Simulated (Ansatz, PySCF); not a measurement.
UKS-B3LYP/6-31G* against FCI for diatomic hydrides: harmonic wavenumber.

Values in cm⁻¹, from Ansatz (a program for electronic structure) and PySCF. Where two bases are given, the first is that of UKS-B3LYP/6-31G*. Full CI is exact in its basis, with frozen cores. Scans on which UKS-B3LYP/6-31G* failed, held another spin at the minimum or broke off are missing, so the means are lower bounds.

| system | basis | UKS-B3LYP/6-31G* | FCI | UKS-B3LYP/6-31G* − FCI |
|---|---|---|---|---|
| HO cation triplet | 6-31G* / aug-cc-pVDZ | 3030 | 3060 | -30 |
| HGa singlet | 6-31G* / cc-pVTZ | 1540 | 1600 | -60 |
| HMg doublet | 6-31G* / def2-TZVP | 1440 | 1490 | -50 |
| HAs triplet | 6-31G* / cc-pVDZ | 2130 | 2140 | -10 |
| CH cation singlet | 6-31G* / cc-pVQZ | 2880 | 2850 | 30 |
| HO cation triplet | 6-31G* / cc-pVTZ | 3030 | 3130 | -100 |
| HGe doublet | 6-31G* / aug-cc-pVTZ | 1860 | 1880 | -20 |
| HO doublet | 6-31G* / aug-cc-pVDZ | 3630 | 3680 | -50 |
| HBe cation singlet | 6-31G* / cc-pVTZ | 2230 | 2190 | 40 |
| HO cation triplet | 6-31G* / cc-pVTZ | 3040 | 3130 | -90 |

The mean difference from FCI is -34 cm⁻¹ (median -40) and the mean absolute one 48 cm⁻¹ (median 45); UKS-B3LYP/6-31G* lies above in 2 and below in 8 of 10 cases. It is closest for HAs triplet (-10), HGe doublet (-20), CH cation singlet (30) and furthest off for HO cation triplet (-100), HO cation triplet (-90), HGa singlet (-60).
